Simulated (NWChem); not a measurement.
System: hydrogen cyanide (CHN); SMILES C#N

Input file for NWChem:

```
start job
memory heap 200 mb stack 900 mb global 1100 mb
geometry units angstroms noautosym nocenter noautoz
  C      0.000000     0.000000    -0.491549
  N      0.000000     0.000000     0.662233
  H      0.000000     0.000000    -1.571109
end
basis spherical
  * library aug-cc-pvdz
end
dft
  xc pbe0
  iterations 150
end
property
  response 1 0.0
end
task dft property
```

Geometry: optimised at PBE0/def2-SVP.

Static field.

**Question.** Predict the main results of this run. (PBE0/aug-cc-pVDZ.) Quantities: basis functions; isotropic polarisability (bohr³); anisotropy (bohr³).

**Answer.** 
```json
{
  "number_of_basis_functions": "55",
  "isotropic polarisability (bohr³)": "16.8",
  "anisotropy (bohr³)": "9.1"
}
```
